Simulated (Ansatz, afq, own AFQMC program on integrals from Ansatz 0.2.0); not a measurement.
Where AFQMC and coupled cluster stand for AlSiH, triplet

```xyz
3

Si    0.0000   -0.0729    2.3623
Al    0.0000   -0.0239   -2.4828
H     0.0000    2.6710    0.6394
```

Connectivity, by distances: Si ··· Al ··· H.

Basis 6-31G. Noble-gas cores (and the filled d shells of Ga–Kr and In–Xe) are frozen. Integrals, coupled cluster, full CI and functionals: Ansatz 0.2.0; the random walks run on the same integrals in our own AFQMC program. The CISD trial takes its coefficients from CCSD amplitudes. Released means that phaseless walkers are propagated on without the constraint, phases kept. ± is one standard error of the sampling.

Determinant: UHF, the one that the program's search chose, which needn't be the lowest solution. The geometry is a point of a scan.

Full CI on the same integrals is exact in this basis and with this determinant's frozen core.

Cautions: lower spins were not checked; strong correlation (T1 0.050, weight of the determinant 0.79, largest double 0.22); unrestricted determinant spin contaminated (⟨S²⟩ 2.95 against 2.00); the released energy hasn't reached full CI (58 meV above it at 2.40 1/Eh), so no released level is given (meV from the phaseless value at times in 1/Eh: -8 ± 3 at 0.24, -12 ± 3 at 0.51, -13 ± 3 at 0.99, -18.5 ± 2.5 at 1.62, -17 ± 4 at 2.40).

* T1 diagnostic: 0.0496
* weight of the determinant in the CISD state: 0.786
* ⟨S²⟩ of the determinant: 2.946
* size of the correlated space: 8 electrons in 18 orbitals

Reference: full CI, correlation energy -1.729 eV. The cautions show a poor starting determinant, so the rows tell how each method copes with it here, and full CI is the sure value.

```
        level  E − E(reference) (kcal/mol)  share of correlation (%)
           HF                        39.88                      0.00
          MP2                        18.92                     52.56
         CCSD                         3.14                     92.12
      CCSD(T)                         2.41                     93.95
        CCSDT                         0.63                     98.43
     CCSDT(Q)                         0.28                     99.29
       CCSDTQ                         0.02                     99.94
ph-AFQMC/CISD                  1.74 ± 0.11                     95.64
```

CCSDT and higher add their correlation energy to the determinant of the CCSD(T) run, since their own runs factorise the integrals more tightly (a shift of under 2 meV). A walk keeps the symmetry of its determinant, which the program's search chose and which needn't be the lowest solution, so a lower state of the same spin and another symmetry isn't excluded.
